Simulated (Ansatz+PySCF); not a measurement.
**doublet C₃H₇: levels of theory in one basis**

```xyz
10

C     0.0000   -0.2946   -1.1030
C     0.0000    0.6011    0.1236
C     0.0000   -0.1702    1.4008
H    -0.8811   -0.9367   -1.1134
H     0.8811   -0.9367   -1.1134
H     0.0000    0.2995   -2.0178
H     0.8770    1.2509    0.0836
H    -0.8770    1.2509    0.0836
H    -0.9244   -0.5320    1.8280
H     0.9244   -0.5320    1.8280
```

Basis set: cc-pVTZ (spherical functions). Frozen core: 3 orbitals. Correlation on ROHF uses semicanonical orbitals with singles. Charge 0, multiplicity 2.

Computed with Ansatz (development build ahead of 0.2.0); each method stands on the lowest determinant of its kind that the runs found.

| method | E − E(ROHF) (eV) | <S²> of the determinant |
| --- | --- | --- |
| ROHF | 0.00 | 0.75 |
| UHF | -0.13 | 0.76 |
| ROHF-MP2 | -13.87 | – |
| UHF-MP2 | -13.85 | 0.76 |
